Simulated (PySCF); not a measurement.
Assignment exercise: C₅H₇F

Atoms are numbered as in `[CH3:1][C@H:2]([F:3])[C:4]1=[CH:5][CH2:6]1` (H(Xn): hydrogen on atom n). Ha(C6) is pro-R; Hb(C6) is pro-S.

No relativistic terms, one averaged value for each set of equivalent atoms, no solvent, one conformer. GIAO PBE0/pcSseg-1 shieldings; structure optimised with GFN2-xTB; PySCF 2.14.

δ = σ(ref) − σ, references computed at the same level: TMS for $^{13}$C (σ = 186.93 ppm) and $^{1}$H (σ = 31.72 ppm).

(1) Assign these signals to the numbered atoms. $^{13}$C{$^{1}$H} NMR (computed): δ 130.7, 114.5, 86.9, 22.5, 9.7.

(2) Assign these signals to the numbered atoms. $^{1}$H NMR (400 MHz, computed): δ 7.04 (m, 1H), 5.73 (m, 1H), 1.70 (m, 3H), 1.37 (m, 1H), 1.09 (m, 1H).

Answers

(1) 
130.7 → C4, fully substituted alkene carbon: as expected for a trigonal carbon in a double bond
114.5 → C5, alkene CH: as expected for a trigonal carbon in a double bond
86.9 → C2, allylic sp3 CH bonded to F: deshielded by the electronegative neighbour
22.5 → C1, methyl carbon: saturated and bonded to C and H only
9.7 → C6, three-membered-ring carbon: carbons of three-membered rings are unusually shielded

(2) 
| δ (ppm) | atoms | environment | reason |
| --- | --- | --- | --- |
| 7.04 | H(C5) | hydrogen on an alkene CH | attached to an sp2 carbon and in the plane of the double bond |
| 5.73 | H(C2) | hydrogen on an allylic sp3 CH bonded to F | its carbon carries F, an electronegative neighbour |
| 1.70 | H(C1) | hydrogen on a methyl carbon | – |
| 1.37 | Ha(C6) | hydrogen on a three-membered-ring carbon | cyclopropane-type protons are shielded by the ring |
| 1.09 | Hb(C6) | hydrogen on a three-membered-ring carbon | – |

Splittings by $^{19}$F in the carbon and heteronuclear signals aren't shown, as no couplings were computed. Shifts are as computed. Against solution values, carbons near 30 ppm lie about +3 ppm off and those near 130 ppm about +5 ppm. Of 1211 compounds with measured shifts, 218 miss one by over three times the rms of a fit or turn the order of signals round; such compounds aren't used in these exercises. Multiplicities follow the n + 1 count of equivalent neighbours, as no J values were calculated; m marks all less simple cases, F and P coupling included.
